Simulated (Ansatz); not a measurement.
Level of theory: B3LYP-D3(BJ)/def2-SVP in Ansatz (a first-principles code). No frequencies were computed at this level.

Ansatz 0.2 input:
```yaml
crystal:
  periodic: [false, false, false]
  atoms:
    - { symbol: C, position_ang: [-1.170284, 0.017895, 0.000155] }
    - { symbol: O, position_ang: [-0.042004, -0.772799, -0.267283] }
    - { symbol: C, position_ang: [1.165863, -0.099243, -0.028291] }
    - { symbol: H, position_ang: [-2.041933, -0.596001, -0.216486] }
    - { symbol: H, position_ang: [-1.197181, 0.331975, 1.051678] }
    - { symbol: H, position_ang: [-1.188502, 0.91427, -0.633287] }
    - { symbol: H, position_ang: [1.25825, 0.791588, -0.663078] }
    - { symbol: H, position_ang: [1.249571, 0.20929, 1.021886] }
    - { symbol: H, position_ang: [1.966221, -0.796975, -0.265294] }
basis:
  gaussian: { orbitals: def2-svp }
hamiltonian:
  xc: b3lyp
  dispersion: d3bj
relax:
  max_steps: 150
```

Output:

```
Functional definition: B3LYP
800 factors; integrals over basis functions are off by at most 2.3e-4 eV
mean field evaluation 1: about -4210.6907 eV, gradient 4.4e1 eV
mean field evaluation 2: about -4208.9486 eV, gradient 5.3e1 eV
mean field evaluation 4: about -4215.2795 eV, gradient 2.2e0 eV
mean field evaluation 8: about -4215.2855 eV, gradient 2.9e-2 eV
mean field -4215.28551223 eV, -154.9088853512 hartree, gradient 3.7e-5 eV, S^2 0.000000; 0 other end points of the search recorded, 0 dependent functions left out
reference -4215.28570469 eV, -154.9088924240 hartree; 13, 13 occupied and 59, 59 virtual orbitals, 800 factors
relax step   1: F+E_penalty+E_count = -4215.47026032 eV  Δ(F+E_penalty+E_count) = +0.000e0 eV  max|allowed force component| = 5.646e-1 eV/Å  Δτ_max = 0.0000 Å  (23 SCF iters, accepted)
these checks for a lower state are left out or cut short: starts, cluster_reference, orbital_swaps, neighbouring_geometries, increment
800 factors; integrals over basis functions are off by at most 2.4e-4 eV
mean field evaluation 16: about -4215.3076 eV, gradient 1.8e-3 eV
mean field -4215.30485760 eV, -154.9095962804 hartree, gradient 4.1e-5 eV, S^2 0.000000; 0 other end points of the search recorded, 0 dependent functions left out
reference -4215.30505051 eV, -154.9096033699 hartree; 13, 13 occupied and 59, 59 virtual orbitals, 800 factors
relax step   2: F+E_penalty+E_count = -4215.48888429 eV  Δ(F+E_penalty+E_count) = -1.862e-2 eV  max|allowed force component| = 2.576e-1 eV/Å  Δτ_max = 0.0174 Å  (23 SCF iters, accepted)
these checks for a lower state are left out or cut short: starts, cluster_reference, orbital_swaps, neighbouring_geometries, increment
800 factors; integrals over basis functions are off by at most 2.4e-4 eV
mean field -4215.30720930 eV, -154.9096827040 hartree, gradient 4.1e-5 eV, S^2 0.000000; 0 other end points of the search recorded, 0 dependent functions left out
reference -4215.30740231 eV, -154.9096897968 hartree; 13, 13 occupied and 59, 59 virtual orbitals, 800 factors
relax step   3: F+E_penalty+E_count = -4215.49107705 eV  Δ(F+E_penalty+E_count) = -2.193e-3 eV  max|allowed force component| = 7.846e-2 eV/Å  Δτ_max = 0.0049 Å  (24 SCF iters, accepted)
these checks for a lower state are left out or cut short: starts, cluster_reference, orbital_swaps, neighbouring_geometries, increment
800 factors; integrals over basis functions are off by at most 2.4e-4 eV
mean field evaluation 32: about -4215.3073 eV, gradient 1.1e-5 eV
mean field -4215.30729276 eV, -154.9096857710 hartree, gradient 1.1e-5 eV, S^2 0.000000; 0 other end points of the search recorded, 0 dependent functions left out
reference -4215.30748573 eV, -154.9096928625 hartree; 13, 13 occupied and 59, 59 virtual orbitals, 800 factors
relax step   4: F+E_penalty+E_count = -4215.49122715 eV  Δ(F+E_penalty+E_count) = -1.501e-4 eV  max|allowed force component| = 6.872e-3 eV/Å  Δτ_max = 0.0015 Å  (22 SCF iters, accepted)
800 factors; integrals over basis functions are off by at most 2.4e-4 eV
mean field -4215.30729276 eV, -154.9096857710 hartree, gradient 1.1e-5 eV, S^2 0.000000; 1 other end points of the search recorded, 0 dependent functions left out
reference -4215.30748573 eV, -154.9096928625 hartree; 13, 13 occupied and 59, 59 virtual orbitals, 800 factors
Total energy: -4215.49142013 eV, -154.9164523269 hartree
Atom 0 at    -1.169508     0.009738    -0.002660 Å, force    -0.002016    -0.006707    -0.002328 eV/Å
Atom 1 at    -0.042194    -0.776298    -0.268493 Å, force     0.000297     0.005468     0.001891 eV/Å
Atom 2 at     1.164207    -0.107278    -0.031076 Å, force     0.001278    -0.006872    -0.002368 eV/Å
Atom 3 at    -2.063443    -0.594840    -0.216196 Å, force     0.003239     0.004375     0.001528 eV/Å
Atom 4 at    -1.210269     0.336021     1.057880 Å, force    -0.001508     0.000539    -0.002083 eV/Å
Atom 5 at    -1.201545     0.921324    -0.635787 Å, force    -0.001528    -0.000857     0.001958 eV/Å
Atom 6 at     1.271869     0.797304    -0.665904 Å, force     0.001482    -0.001008     0.001921 eV/Å
Atom 7 at     1.263145     0.212000     1.027763 Å, force     0.001503     0.000388    -0.002120 eV/Å
Atom 8 at     1.987740    -0.797972    -0.265527 Å, force    -0.002748     0.004675     0.001601 eV/Å
Dipole moment:     0.013087     0.240784     0.083278 e Å
```

Cost: around 12 core-seconds (rough).
